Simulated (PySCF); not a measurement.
NMR data sheet: C4H6O2

- Formula: C4H6O2
- SMILES: C=COC(C)=O
- Point group of the computed structure: C1
- Degrees of unsaturation: 2
- Carbon signals: 4
- Proton signals: 4

Molfile (atoms numbered from 1):
```
C4H6O2
     RDKit          3D

 12 11  0  0  0  0  0  0  0  0999 V2000
   -2.2681    0.1727    1.1207 C   0  0  0  0  0  0  0  0  0  0  0  0
   -1.3070   -0.4203    0.4199 C   0  0  0  0  0  0  0  0  0  0  0  0
   -0.1308    0.2297    0.1630 O   0  0  0  0  0  0  0  0  0  0  0  0
    0.8117   -0.4075   -0.5802 C   0  0  0  0  0  0  0  0  0  0  0  0
    2.0155    0.4649   -0.7527 C   0  0  0  0  0  0  0  0  0  0  0  0
    0.6681   -1.5117   -1.0226 O   0  0  0  0  0  0  0  0  0  0  0  0
   -2.1478    1.1878    1.5048 H   0  0  0  0  0  0  0  0  0  0  0  0
   -3.1969   -0.3621    1.3205 H   0  0  0  0  0  0  0  0  0  0  0  0
   -1.3631   -1.4305    0.0071 H   0  0  0  0  0  0  0  0  0  0  0  0
    2.3994    0.7724    0.2307 H   0  0  0  0  0  0  0  0  0  0  0  0
    2.7853   -0.0776   -1.3117 H   0  0  0  0  0  0  0  0  0  0  0  0
    1.7337    1.3822   -1.2906 H   0  0  0  0  0  0  0  0  0  0  0  0
  1  2  2  0
  2  3  1  0
  3  4  1  0
  4  5  1  0
  4  6  2  0
  1  7  1  0
  1  8  1  0
  2  9  1  0
  5 10  1  0
  5 11  1  0
  5 12  1  0
M  END
```

[PySCF: geometry: PBE0-D3(BJ)/def2-SVP; couplings computed with B3LYP/pcJ-1 (without the spin–dipole term); PBE0/pcSseg-1 with gauge-including orbitals; one conformer; no solvent model; rapidly exchanging positions averaged; non-relativistic Hamiltonian]

Scale: 1H (σ = 31.27 ppm), 13C (σ = 184.41 ppm) vs TMS; H2O for 17O (σ = 334.56 ppm) (reference shieldings calculated alike).

| carbon | δC, type | δH (multiplicity, J in Hz) | HMBC from (abs. J ≥ 3 Hz) | span of the C tensor (ppm) |
| --- | --- | --- | --- | --- |
| C1 | 100.4, CH2 | H7 5.04 (d, 15.6); H8 4.69 (d, 7.7) | H9 | 182 |
| C2 | 147.9, CH | 7.68 (dd, 15.6, 7.7) | H7, H8 | 204 |
| C4 | 169.8, C | – | H9, H10/H11/H12 | 165 |
| C5 | 21.7, CH3 | 2.04 (s) | – | 50 |

Other nuclei:
| atoms | nucleus | environment | δ (ppm) | σ (ppm) |
| --- | --- | --- | --- | --- |
| O6 | 17O | ester carbonyl oxygen | 447.2 | -112.6 |
| O3 | 17O | ester alkoxy oxygen | 261.7 | 72.9 |

Selected couplings (Hz, signed; the shortest-range and largest first, 30 at most; isotopes 13C, 1H): 1J(C2,H9) 196.7, 1J(C1,H8) 174.7, 1J(C1,H7) 168.7, 1J(C5,H10) 137.0, 1J(C1,C2) 91.8, 1J(C4,C5) 66.9, 2J(C2,C4) -2.0, 3J(H7,H9) 15.6, 3J(H8,H9) 7.7, 3J(C1,C4) 4.6, 3J(C2,C5) 1.4.

1. Carbon types of the structure: 1 × C, 1 × CH, 1 × CH2, 1 × CH3, which accounts for all hydrogens.
2. δC 169.8: ester carbonyl carbon; it is a carbonyl in resonance with an O or N lone pair, the region of acids, esters and amides.
3. δC 147.9: alkene carbon bearing oxygen; an sp2 carbon further deshielded by the attached heteroatom.
4. δC 100.4: β carbon of an enol-ether or enamine type C=C; the O or N lone pair pushes π density onto this β carbon and shields it.
5. δH 7.68: hydrogen on an alkene carbon bearing oxygen; attached to an sp2 carbon and in the plane of the double bond.
6. δH 2.04: hydrogen on a methyl carbon α to a carbonyl; α to C=O.
7. The protons at 5.04 and 7.68 share a coupling of 15.6 Hz (vicinal, trans across C=C).
8. The protons at 4.69 and 7.68 share a coupling of 7.7 Hz (vicinal, cis across C=C).

Splittings below 1 Hz are ignored in the labels, and close J values are merged. Unscaled 3J(H,H) at this level run about 10 % above measured values. Shifts are as computed. Against solution values, carbons near 30 ppm lie about +2 ppm off and those near 130 ppm about +5 ppm. Of 1211 compounds with measured shifts, 218 miss one by over three times the rms of a fit or turn the order of signals round; such compounds aren't used in these exercises. Unscaled 17O shifts of doubly bonded oxygen tend to come out too high, by tens of ppm or more. Experimental scales use liquid or dissolved standards, which lie at an offset from isolated H2O (liquid H2O: subtract about 36 ppm).
